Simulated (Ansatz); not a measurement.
Wavefunction ladder for C₄H₆O₃, SMILES `O=COCC1CO1`

```
atom   x (Å)   y (Å)   z (Å)
  O1  -2.224   1.335   0.002
  C2  -2.253   0.157   0.210
  O3  -1.320  -0.724  -0.145
  C4  -0.196  -0.200  -0.865
  C5   0.802   0.433   0.057
  C6   1.824  -0.380   0.705
  O7   2.135   0.423  -0.421
  H8  -3.067  -0.369   0.728
  H9   0.257  -1.055  -1.366
 H10  -0.547   0.520  -1.608
 H11   0.492   1.362   0.529
 H12   1.840  -1.453   0.529
 H13   2.256  -0.048   1.645
```

Charge 0, multiplicity 1. The geometry is a stationary point of PBE0-D4/def2-TZVP. It is one conformer, not always the lowest. Frozen core, restricted reference, the Gaussian-basis code of Ansatz. CBS rows extrapolate triple and quadruple zeta; past MP2 they add the triple-zeta difference.

```
     basis     HF (Eh)  MP2 corr.  CCSD corr.       (T)  CCSD(T) total
def2-TZVPP  -379.66284   -1.34743    -1.37250  -0.05916     -381.09450
def2-QZVPP  -379.68001   -1.44525           –         –              –
 CBS(def2)  -379.68238   -1.51771    -1.54278     as TZ     -381.28432
```
